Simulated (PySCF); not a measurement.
Compound: BH5NP.
Cartesian coordinates in Å at the PBE0-D3(BJ)/def2-SVP level; atoms count from 1:
```
atom  x, y, z in Å
N1    -1.2779   -0.0879   -0.1404
B2    -0.0220   -0.2437    0.4265
P3     1.5027    0.5907   -0.4707
H4    -2.1209   -0.4696    0.2708
H5    -1.4358    0.4225   -1.0016
H6     0.0769   -0.8800    1.4511
H7     2.4503   -0.4084   -0.0894
H8     1.8269    1.4144    0.6534
```

Method used: core-valence-separated Tamm–Dancoff BHandHLYP/aug-pcX-1 (pcseg-1 on H, def2-SVPD on P) in PySCF, non-relativistic, gas phase, PBE0-D3(BJ)/def2-SVP geometry. No shift to experiment was applied.

Question: List the nitrogen K-edge absorption lines.

Answer: 
```tsv
E (eV)	f	core hole on	main final orbital
398.51	0.0310	N1	LUMO+1 (80 %)
399.62	0.0103	N1	LUMO (82 %)
400.48	0.0319	N1	spread
401.95	0.0016	N1	LUMO+3 (47 %)
402.07	0.0027	N1	LUMO+4 (60 %)
402.36	0.0022	N1	LUMO+5 (44 %)
402.60	0.0004	N1	LUMO+6 (67 %)
```

The first line with a tenth or more of the strongest one's intensity is at 398.51 eV (f = 0.031), with the hole on N1 (boron-bound nitrogen). The strongest listed is at 400.48 eV (f = 0.032; N1).

Question: What does the B 1s absorption edge look like?

Answer: 
```tsv
E (eV)	f	core hole on	main final orbital
187.01	0.0793	B2	LUMO+1 (66 %)
190.48	0.0079	B2	LUMO (81 %)
191.28	0.0283	B2	LUMO+3 (50 %)
191.50	0.0006	B2	LUMO+2 (60 %)
191.55	0.0122	B2	LUMO+5 (40 %)
191.85	0.0013	B2	LUMO+6 (56 %)
191.88	0.0052	B2	LUMO+4 (52 %)
```

The first line with a tenth or more of the strongest one's intensity is at 187.01 eV (f = 0.079), with the hole on B2 (three-coordinate boron). It is also the strongest listed.

Roots within 0.03 eV whose holes lie on the same, on equivalent or on shared atoms are summed into one line, and the highest roots are left out, as the search may have cut off their partners. Final orbitals are the ground state's empty Kohn–Sham orbitals.

Question: What are the wavelength and the wavenumber of the 398.51 eV line?

Answer: λ = 12398.42 eV Å/398.51 eV = 31.112 Å; 3.2142 × 10⁶ cm⁻¹.

The list ends where the root search ended, not at a threshold.

One conformer stands for the species.
